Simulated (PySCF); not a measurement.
Basis-set dependence of excited states

Compound: AlH6N.
Atom-mapped SMILES: `[NH3+:1][AlH3-:2]` (hydrogens: H3, H4, H5 on N1; H6, H7, H8 on Al2)

TDDFT with PBE0 (PySCF), vertical singlets, core orbitals frozen in the response, spherical d and f functions. Geometry: PBE0-D3(BJ)/def2-SVP; no solvent, vibrations or thermal averaging.

**Question.** Compare 6-31G*, 6-31+G*, def2-SVP, def2-SVPD, aug-cc-pVDZ, def2-TZVP, def2-TZVPD and aug-cc-pVTZ for this molecule.

**Answer.** 

```
      basis  functions  diffuse  S1 (eV)  S2 (eV)  S3 (eV)  S4 (eV)  S5 (eV)  LUMO (eV)  α (au)
     6-31G*         44       no     6.16     6.17     8.31     8.34     8.35       0.12    33.1
    6-31+G*         52      yes     5.56     5.56     7.36     7.36     7.48      -0.75    38.5
   def2-SVP         62       no     6.19     6.19     7.99     7.99     8.19       0.08    36.5
  def2-SVPD         92      yes     5.80     5.80     7.30     7.30     7.47      -0.50    46.2
aug-cc-pVDZ        104      yes     5.43     5.43     6.86     6.93     6.93      -0.99    47.5
  def2-TZVP        104       no     5.87     5.87     7.69     7.72     7.72      -0.37    42.0
 def2-TZVPD        134      yes     5.60     5.60     7.20     7.20     7.27      -0.75    46.9
aug-cc-pVTZ        234      yes     5.44     5.44     6.83     6.90     6.90      -0.99    47.4
```

States are compared by their number. Against the largest diffuse basis here (aug-cc-pVTZ, itself not a converged limit), sets without diffuse functions differ by up to 0.75 eV in S1 and 1.45 eV in S5; the smaller diffuse sets differ by up to 0.35 and 0.58 eV. State by state, the largest deviation of a set without diffuse functions is S1 0.75, S2 0.75, S3 1.48, S4 1.44, S5 1.45 eV. The same number needn't mean the same state in each row. Against aug-cc-pVTZ the polarisability deviates by -30% in 6-31G*, -19% in 6-31+G*, -23% in def2-SVP, -3% in def2-SVPD, 0% in aug-cc-pVDZ, -11% in def2-TZVP, -1% in def2-TZVPD. A single + in a Pople set puts diffuse functions on heavy atoms only.

Without π bonds the low states are Rydberg-like; a valence basis with one diffuse set may place them up to an eV too high.
